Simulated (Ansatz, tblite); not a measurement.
Removing and adding an electron: Si₂B. The state is a doublet with charge 0. Geometry: PBE0-D4/def2-TZVP. Ansatz, gas phase; energy differences of separate SCF runs; the oxidised species is a triplet (the singlet lies 0.27 eV higher at PBE0-D4/def2-TZVP); the reduced species is a singlet (the triplet lies 0.88 eV higher at PBE0-D4/def2-TZVPD).

```xyz
3

B     0.2833   -0.2036   -0.8691
Si   -1.0040    0.7978   -0.0097
Si    0.7207   -0.5941    0.8788
```

The xTB rows come from tblite. The structure comes from a short search, and lower isomers may exist.

```tsv
level	−HOMO (eV)	vertical IE (eV)	−LUMO (eV)	vertical EA (eV)	HOMO–LUMO gap (eV)	IE − EA (eV)	remarks
GFN1-xTB	–	11.49	–	7.06	–	4.43	–
GFN2-xTB	–	10.13	–	2.84	–	7.29	–
PBE-D4/def2-TZVP	5.90	8.68	4.78	–	1.12	–	–
PBE-D4/def2-TZVPD	5.92	–	4.79	2.16	1.12	–	HOMO above zero (-1 singlet), restricted SCF unstable in HF (-1 singlet)
r2SCAN-D4/def2-TZVP	6.08	8.66	4.60	–	1.48	–	spin-contaminated (⟨S²⟩ 0.86) (doublet)
r2SCAN-D4/def2-TZVPD	6.08	–	4.60	2.15	1.48	–	HOMO above zero (-1 singlet), restricted SCF unstable in HF (-1 singlet), spin-contaminated (⟨S²⟩ 0.86) (doublet)
PBE0-D4/def2-TZVP	6.76	8.66	3.99	–	2.77	–	–
PBE0-D4/def2-TZVPD	6.77	–	4.00	2.24	2.77	–	restricted SCF unstable in HF (-1 singlet)
```

Run but left out: HF/def2-TZVPD, MP2/def2-TZVPD, CCSD/def2-TZVPD, CCSD(T)/def2-TZVPD (doublet: ⟨S²⟩ 1.47, where a pure state has 0.75).   A HOMO above zero means that the electron is unbound at that level or that self-interaction error raises the level; the energy of removing that electron tells which. HOMO and LUMO are the levels of the spin that leaves or enters (xTB has no such levels and no spin-polarisation term). Other spin states of the ions may lie lower, which would lower the ionisation energy or raise the affinity. Raw xTB energy differences between charge states are shifted by several eV; the methods need an empirical correction for them.
